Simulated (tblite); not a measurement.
Species: F₃NS.
SMILES: `FS(F)(#N)F`

Method: GFN2-xTB as coded in tblite; computed harmonic values from a numerical Hessian at the method's own geometry, unscaled. Against measured fundamentals such values can be off by several per cent, at times by over 20.

Harmonic wavenumbers (cm⁻¹): 245.9, 246.0, 304.6, 304.6, 360.0, 648.4, 649.5, 649.6, 1526.4.

A = 4816, B = 4344, C = 4344 MHz; mass 102.970 u (most abundant isotopes); point group C3v, symmetry number 3.

Question: What is the zero-point energy?

Answer: Half the sum of the wavenumbers: 2468 cm⁻¹ = 29.52 kJ/mol.

Question: What is S at 298.15 K and 1 bar for an ideal gas of classical rigid rotors and harmonic oscillators?

Answer: Translation 166.65, rotation 98.28, vibration 35.78: S = 300.7 J/(mol K).

Question: And Cp and H(298.15 K) − H(0)?

Answer: Cp = 80.46 J/(mol K), of which vibrations give 47.20 (their classical limit is 9 R = 74.8); H(298.15 K) − H(0) = 16.67 kJ/mol without the zero-point energy, 6.75 from vibrations.

Question: How do the functions run with temperature in this model?

Answer: 
| T (K) | S (J/(mol K)) | Cp (J/(mol K)) | H − H(0) (kJ/mol) | G − H(0) (kJ/mol) | ln q(vib) |
| --- | --- | --- | --- | --- | --- |
| 100 | 232.3 | 45.2 | 3.62 | -19.61 | 0.09 |
| 200 | 271.1 | 67.6 | 9.35 | -44.87 | 0.72 |
| 300 | 301.2 | 80.6 | 16.82 | -73.55 | 1.60 |
| 500 | 345.8 | 93.3 | 34.39 | -138.52 | 3.39 |
| 800 | 391.6 | 100.8 | 63.68 | -249.58 | 5.71 |
| 1000 | 414.3 | 103.1 | 84.08 | -330.25 | 7.01 |

q(vib) and H(0) count from the zero-point level.

Question: Which modes carry the vibrational entropy at 298.15 K?

Answer: 245.9 cm⁻¹: 7.36; 246.0 cm⁻¹: 7.36; 304.6 cm⁻¹: 5.82; 304.6 cm⁻¹: 5.82; 360.0 cm⁻¹: 4.69; 648.4 cm⁻¹: 1.56 J/(mol K); the other 3 give 3.16 together.

Hindered rotation and anharmonicity are outside this model.
